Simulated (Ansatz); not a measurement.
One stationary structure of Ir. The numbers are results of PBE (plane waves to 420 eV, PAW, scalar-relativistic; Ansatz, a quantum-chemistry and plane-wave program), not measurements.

```xyz
1
Lattice="0.0000 1.9354 1.9354 1.9354 0.0000 1.9354 1.9354 1.9354 0.0000" Properties=species:S:1:pos:R:3 pbc="T T T"
Ir     0.0000     0.0000     0.0000
```

Question: Find the space group and the Wyckoff positions (tolerance 0.01 Å).

Answer: Space group Fm-3m (No. 225); a = 3.871 Å, b = 3.871 Å, c = 3.871 Å, α = 90.00°, β = 90.00°, γ = 90.00°

```tsv
atom	site	symmetry	x	y	z
Ir	4a	m-3m	0.0000	0.0000	0.0000
```

This is the fcc (Cu type).

Question: Give the shortest distances between elements (the closest pairs, up to four, under 3.6 Å).

Answer: Ir–Ir 2.74 Å.

- Volume per atom = 14.50 Å³
- Band gap = no gap (metallic)

No spin polarisation in the result.

Measured for Ir: a 3.831 Å (static lattice; corrected from measurement; as listed in Daniel Mejia-Rodriguez, S. B. Trickey, Phys. Rev. B (2018)). Computed minus measured — a: PBE +1.0 %. The computed values are for a static lattice.

It was reached from a disturbed copy of a I4₁/amd (No. 141) cell (AFLOW prototype A_tI4_141_a (A5, as in Sn)), against which it lies -0.68 eV/atom.
